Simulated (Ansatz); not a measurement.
Two shapes of triplet B2H6.

Shape 1:

```xyz
8

B     0.3576   -0.0309    0.8153
B    -0.3568    0.0197   -0.8222
H    -0.3691    0.8838    0.1847
H     0.3550   -0.9029   -0.1860
H    -0.2824   -0.4750    1.7215
H     1.4668    0.3869    0.9688
H    -1.4638   -0.3962   -0.9949
H     0.2947    0.4703   -1.7167
```

Shape 2:

```xyz
8

B     0.6999    0.4492    0.2905
B    -0.6999   -0.4492   -0.2905
H    -0.1338    0.6730   -0.7182
H     0.1338   -0.6730    0.7182
H     0.5426    1.3052    1.1220
H     1.7879    0.1905   -0.1546
H    -1.7879   -0.1905    0.1546
H    -0.5426   -1.3052   -1.1220
```

Basis set: def2-SVP (spherical functions). Correlated methods keep 2 orbitals frozen. Charge 0, multiplicity 3.

Computed with Ansatz (development build ahead of 0.2.0); each method stands on the lowest determinant of its kind that the runs found.

(1) Which shape is lower in energy, and by how much in each method?

Results:

(1)

```csv
method,E(2) − E(1) (eV)
UHF,-0.001
UHF-MP2,-0.038
```

Shape 2 is lower. Caution: another spin multiplicity may lie lower; the determinant breaks the point group. Caution for UHF-MP2: MP2 forces lie far from those of the mean fields.
